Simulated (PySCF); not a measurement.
We consider zinc-blende CdS (metastable phase), described by Hartree–Fock in PySCF (GTH pseudopotentials, Gaussian basis).

The same calculation (at the measured cell, 24.617 Å³/atom) with different numerical settings; throughout: k mesh 2×2×2:

```
run  basis  gap on the mesh (eV)  total energy (eV/atom)
---  -----  --------------------  ----------------------
1       DZ                 9.443               -775.4037
2       TZ                 9.477               -775.6220
3       QZ                 9.479               -775.6554
```

In the column total energy (eV/atom) the first row differs from the last by +0.2517 and the next to last by +0.0334.

The last row is no converged limit: other settings stay fixed.

Spin–orbit coupling is not included.
